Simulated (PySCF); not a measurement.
C₄H₃OP.
Geometry (GFN2-xTB, Å), atoms numbered from 1 in this order:
```xyz
9
C4H3OP angstrom
C     -1.6453    0.7113    0.8756
C     -0.9882   -0.0405    0.2143
C     -0.1745   -0.9122   -0.5884
P      1.1779    0.0361   -1.5427
C      1.8875    0.7025   -0.2209
O      2.4695    1.2354    0.6315
H     -2.2347    1.3493    1.4635
H      0.3036   -1.6800    0.0245
H     -0.7822   -1.3959   -1.3581
```

Theory: PySCF, TDDFT B3LYP/def2-SVPD, vertical, gas phase, core orbitals frozen in the response.

Frontier orbitals with the atoms that hold most of them (Löwdin shares over 4%, at most four atoms; ? is withheld):

```tsv
orbital	ε (eV)	atoms
LUMO+2	0.11	P4 21%, C1 19%, C2 14%, C5 14%
LUMO+1	-0.83	P4 36%, C5 30%, O6 21%, C3 7%
LUMO	-2.36	C5 36%, O6 27%, P4 19%, C3 12%
HOMO	-6.54	?
HOMO-1	-7.66	?
HOMO-2	-7.97	C1 42%, C2 40%, C3 8%, H7 4%
HOMO-3	-9.24	P4 46%, C2 14%, C3 14%, C5 11%
```

Give the leading atoms of the HOMO-1.

C1 (bonded to C and H) 31%; C2 (bonded to 2 C) 28%; P4 (bonded to 2 C) 19%; C3 (bonded to C, P and 2 H) 9%. By element: carbon 68% or more, phosphorus 19%.

Give the leading atoms of the HOMO.

P4 (bonded to 2 C) 46%; C5 (bonded to O and P) 25%; O6 (bonded to C) 16%; C3 (bonded to C, P and 2 H) 6%. By element: phosphorus 46%, carbon 30% or more, oxygen 16%.

The HOMO–LUMO gap is 4.18 eV. Where does the response calculation put the lowest singlet, and from which orbitals?

S1 is at 2.72 eV (f = 0.0004), 1.45 eV below the gap, made of HOMO→LUMO (99%). Without the coupling terms of the response equations the lowest excitation would equal the gap.

Give energy, strength and leading configuration of S1, S2, S3 and S6, and follow the Löwdin shares of the leading atoms from the occupied to the empty orbital.

- S1 (2.72 eV, f 0.0004), HOMO→LUMO (99%): P4 46% → 19%, C5 25% → 36%, O6 16% → 27%
- S2 (4.38 eV, f 0.020), HOMO-1→LUMO (84%): C1 31% → at most 7%, C2 28% → at most 7%, C5 at most 10% → 36%, O6 at most 10% → 27%
- S3 (4.68 eV, f 0.0009), HOMO-2→LUMO (99%): C1 42% → at most 7%, C2 40% → at most 7%, C5 at most 5% → 36%, O6 at most 5% → 27%
- S6 (5.81 eV, f 0.0022), HOMO-1→LUMO+1 (87%): C1 31% → at most 6%, C2 28% → at most 6%, P4 19% → 36%, C5 at most 10% → 30%

One conformer stands for the species.
